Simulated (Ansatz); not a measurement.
The same path of B₂H₄N (7 atoms, charge 0, multiplicity 2) was run twice with different band settings.

These are results of Ansatz, UKS B3LYP/STO-3G, not measurements.

Relaxed end points:

```xyz
7
Properties=species:S:1:pos:R:3
B -1.130 0.212 -0.763
N 0.012 -0.025 -0.015
B 1.148 -0.235 0.748
H -1.430 -0.528 -1.631
H -1.799 1.156 -0.527
H 1.422 0.521 1.611
H 1.838 -1.168 0.532
```

```xyz
7
Properties=species:S:1:pos:R:3
B -1.135 0.197 -0.760
N 0.019 0.001 -0.019
B 1.155 -0.214 0.745
H -1.080 0.756 -1.798
H -2.168 -0.200 -0.352
H 2.202 0.173 0.363
H 1.069 -0.782 1.775
```

Common settings: movable images 5; climbing image yes; spring 5.0 eV/Å²; optimiser quadratic models (default); start path IDPP; iteration limit 60; end points relaxed.

| run | force threshold |
| --- | --- |
| 1 | 0.05 eV/Å |
| 2 | 0.5 eV/Å |

**Question.** What does each run give, and how far can it be trusted?

**Answer.** Run 1: converged after 20 iterations, highest image 0.756 eV above the first end. A vibrational analysis at the climbing image gives one clearly imaginary mode, 1557i cm⁻¹: a first-order saddle point.
Run 2: converged after 13 iterations, highest image 0.757 eV above the first end. The threshold of 0.5 eV/Å is loose, so the images may lie well off the minimum-energy path. Another band between the same ends (5 images) ends at a top of the same energy, where a vibrational analysis finds 1 clearly imaginary mode.
Limits of this set-up: minimal basis.
